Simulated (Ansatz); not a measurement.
# CH4: the cost of one run

The runs use Ansatz 0.2.0, Gaussian basis; PBE0-D4/def2-TZVP structures, single points in def2-TZVPP, no counterpoise correction.

Levels: SPW92, PBE-D4, BLYP-D4, r2SCAN-D4, B97M-V, PBE0-D4, B3LYP-D4, r2SCAN0-D4, BHLYP-D4, CAM-B3LYP-D4, wB97X-V, wB97M-V, B2PLYP, PBE-QIDH, RPA on PBE, Hartree-Fock, MP2, CCSD, CCSD(T).

Correlated methods freeze the cores. Orbitals are unrestricted. B3LYP uses VWN-RPA correlation. B2PLYP carries no dispersion term here.

94 further runs of the same task are left out: 94 set aside as unsound or not needed.

### 1 Where the work starts

The complex: 9 atoms, charge 0, spin multiplicity 2.

Atoms are counted from 1 here; the program's logs count them from 0.

Bond lengths: H1–C4 1.090 Å, Si2–Cl3 2.054 Å, Si2–H5 1.487 Å, Si2–H6 1.487 Å, C4–H7 1.090 Å, C4–H8 1.090 Å, C4–H9 1.089 Å. Angles: Cl3–Si2–H5 108.4°, Cl3–Si2–H6 108.4°, H5–Si2–H6 111.2°, H1–C4–H7 109.4°, H1–C4–H8 109.5°, H1–C4–H9 109.4°, H7–C4–H8 109.5°, H7–C4–H9 109.3°, H8–C4–H9 109.7°.

Coordinates:

```
H    -0.11751    0.87120    1.49195
Si    1.19480    0.09449   -1.82884
Cl   -0.42234   -1.15646   -2.02271
C    -0.84715    0.10432    1.75152
H     1.03110    1.22496   -2.78166
H     2.42815   -0.68306   -2.12305
H    -0.32642   -0.80361    2.05513
H    -1.46961    0.45869    2.57275
H    -1.47102   -0.11051    0.88479
```

Its parts: CH4 holds atoms 1, 4, 7, 8, 9; SiH2Cl radical holds atoms 2, 3, 5, 6. Each part counts its atoms afresh in its own runs.

### 2 Relaxing CH4 alone

Contents of relax-a/in.yaml:

```yaml
crystal:
  periodic: [false, false, false]
  atoms:
    - {symbol: H, position_ang: [-0.117510, 0.871195, 1.491954]}
    - {symbol: C, position_ang: [-0.847152, 0.104316, 1.751523]}
    - {symbol: H, position_ang: [-0.326423, -0.803615, 2.055127]}
    - {symbol: H, position_ang: [-1.469612, 0.458688, 2.572753]}
    - {symbol: H, position_ang: [-1.471021, -0.110509, 0.884792]}
basis:
  gaussian: {orbitals: def2-TZVP}
hamiltonian: {xc: pbe0, dispersion: d4}
relax: {f_tol: 0.005, max_steps: 200}
```

Launch:

```console
$ ansatz run in.yaml --threads 4 --pin off --events-out ev --progress --plain --max-ram 9574MiB
```

**Question.** How long does this run take on 4 threads of Arm Neoverse N1, shared host?

About 1.1 s.
